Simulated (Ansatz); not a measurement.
**SiH₂Cl− (SMILES [SiH2-]Cl): single points off equilibrium**

The task here is to estimate one member of a computed series from the others.

The runs use Ansatz 0.2.0, Gaussian basis; single points in def2-TZVPPD.

Cores are frozen in the correlated methods.

## Where the work starts

SMILES `[SiH2-]Cl`, 4 atoms, charge -1, spin multiplicity 1.

Atoms are counted from 1 here; the program's logs count them from 0.

Bond lengths: Si1–Cl2 2.276 Å, Si1–H3 1.512 Å, Si1–H4 1.440 Å. Angles: Cl2–Si1–H3 95.3°, Cl2–Si1–H4 95.4°, H3–Si1–H4 93.1°.

Coordinates:

| atom | x (Å) | y (Å) | z (Å) |
| --- | --- | --- | --- |
| Si1 | -0.48014 | 0.43285 | 0.25669 |
| Cl2 | 1.66649 | -0.12120 | 0.77316 |
| H3 | -0.95843 | -0.99292 | 0.09735 |
| H4 | -0.24388 | 0.59393 | -1.15481 |

Set-up of the first run:

run/in.yaml reads:

```yaml
crystal:
  periodic: [false, false, false]
  atoms:
    - {symbol: Si, position_ang: [-0.480144, 0.432853, 0.256688]}
    - {symbol: Cl, position_ang: [1.666488, -0.121200, 0.773162]}
    - {symbol: H, position_ang: [-0.958428, -0.992917, 0.097352]}
    - {symbol: H, position_ang: [-0.243885, 0.593930, -1.154809]}
basis:
  gaussian: {orbitals: "def2-TZVPPD.json"}
total_charge: -1
hamiltonian: {xc: pbe, dispersion: d4}
output: {forces: true}
```

The basis file named in the input lies beside it (Basis Set Exchange, JSON).

On the command line:

```
$ ansatz run in.yaml --threads 2 --pin off --events-out ev --progress --plain --max-ram 3481MiB
```

Among the steps run: PBE-D4/def2-TZVPPD; r2SCAN-D4/def2-TZVPPD; PBE0-D4/def2-TZVPPD; wB97M-V/def2-TZVPPD; CCSD(T)/def2-TZVPPD.

One table of the session follows, with a row left open; its other results are not shown here.

```
   method  RMS force component (eV/Å)  angle to CCSD(T) forces (°)
   PBE-D4                       0.779                          6.8
r2SCAN-D4                       0.698                          3.4
  PBE0-D4                       0.710                          4.6
  wB97M-V                           ?                            ?
  CCSD(T)                       0.661                    reference
```

**Question.** Estimate the row for wB97M-V.

As computed: RMS force component (eV/Å): 0.646; angle to CCSD(T) forces (°): 1.7. In the column «RMS force component (eV/Å)» it is the lowest.
